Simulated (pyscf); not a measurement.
methane (CH₄) + H₃C–SeH → H₃C–Se–CH₃ + hydrogen (H₂), a four-centre exchange (singlet surface; C–H, H–Se broken, C–Se, H–H formed). Structures and frequencies: ωB97X-D3(BJ)/def2-SVP in PySCF. Energies in kcal/mol from the separated reactants.

Small-basis levels: PySCF, no dispersion term, spherical d functions. AM1 to PM7: differences of heats of formation from MOPAC, which are fitted to 298 K values and so differ in kind from electronic energies by zero-point and thermal terms. Cost: rough CPU time at the saddle relative to B3LYP/6-31G*+LANL2DZ, from one job on a shared machine.

| level | barrier | reaction energy | cost |
|---|---|---|---|
| HF/STO-3G | 175.6 | +15.2 | 0.08 |
| HF/3-21G | 124.9 | +15.3 | 0.1 |
| HF/6-31G*+LANL2DZ | ? | +18.6 | 0.1 |
| SVWN5/6-31G*+LANL2DZ | ? | +12.3 | 1 |
| PBE/6-31G*+LANL2DZ | 85.9 | +13.4 | 1 |
| B3LYP/STO-3G | 126.9 | +11.2 | 0.9 |
| B3LYP/LANL2DZ | 97.0 | +17.4 | 0.9 |
| M06-2X/6-31G*+LANL2DZ | 99.4 | +11.9 | 3 |
| B3LYP/6-311+G**+LANL2DZ | 99.1 | +20.3 | 2 |
| B3LYP/def2-SVP | 98.0 | +19.4 | 2 |
| PM3 | 53.8 | -19.6 | under 0.02 |
| PM6 | 78.0 | -13.1 | under 0.02 |
| ωB97M-D3(BJ)/def2-TZVP | ? | +16.9 | – |

What belongs in the gaps?


- HF/6-31G*+LANL2DZ, barrier: 128.9
- SVWN5/6-31G*+LANL2DZ, barrier: 77.9
- ωB97M-D3(BJ)/def2-TZVP, barrier: 103.8

Against the last row the barrier runs from -50.0 (PM3) to +71.9 kcal/mol (HF/STO-3G). ωB97M-D3(BJ)/def2-TZVP has limits of its own. From the product side, CH₃• + H₃C–Se• + H₂ lies, by one bond made or cut, 18.2 kcal/mol under this saddle at ωB97M-D3(BJ)/def2-TZVP. The same reactants have a lower exit, to CH₃• + SeH• + CH₄ (no saddle counted: cutting one bond costs +69.3 kcal/mol at ωB97M-D3(BJ)/def2-TZVP, against +103.8 kcal/mol here). This is the saddle that the search found; another between the same sides may lie lower. A restricted solution here is unstable towards spin polarisation, so biradical character is likely and single-reference numbers are less safe. In the def2 sets elements up to Kr have no core potential.
